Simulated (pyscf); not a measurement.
HN=SiH₂ (SMILES N=[SiH2]) → HN=Si: (SMILES N=[Si]) [singlet] + H₂ (SMILES [H][H]), a 1,1-elimination (singlet surface; H–Si, H–Si broken, H–H formed). Single points on ωB97X-D3(BJ)/def2-SVP structures (PySCF, gas phase). Energies in eV from the reactant's lowest minimum found.

Small-basis levels: PySCF, no dispersion term, spherical d functions. AM1 to PM7: differences of heats of formation from MOPAC, which are fitted to 298 K values and so differ in kind from electronic energies by zero-point and thermal terms. Cost: rough CPU time at the saddle relative to B3LYP/6-31G*, from one job on a shared machine.

| level | barrier | reaction energy | cost |
|---|---|---|---|
| HF/STO-3G | 5.58 | +0.13 | 0.07 |
| HF/3-21G | 4.12 | -0.62 | 0.08 |
| HF/6-31G* | ? | +0.18 | 0.1 |
| BP86/6-31G* | 3.10 | +0.08 | 1 |
| B3LYP/STO-3G | 4.39 | +0.08 | 0.7 |
| B3LYP/3-21G | ? | -0.46 | 0.8 |
| PBE/def2-SVP | 2.93 | +0.22 | 2 |
| AM1 | 2.42 | +0.13 | under 0.02 |
| PM6 | 3.39 | -0.17 | under 0.02 |
| ωB97M-D3(BJ)/def2-TZVP | ? | +0.12 | – |

**Question.** Fill in the missing entries.

**Answer.** 
- HF/6-31G*, barrier: 4.36
- B3LYP/3-21G, barrier: 3.31
- ωB97M-D3(BJ)/def2-TZVP, barrier: 3.42

Against the last row the barrier runs from -1.00 (AM1) to +2.16 eV (HF/STO-3G). ωB97M-D3(BJ)/def2-TZVP has limits of its own. HN=SiH₂ lies 0.79 eV over its isomer H₂N–SiH: [singlet] (electronic energy, ωB97M-D3(BJ)/def2-TZVP). One saddle was located; it need not be the lowest between these sides.
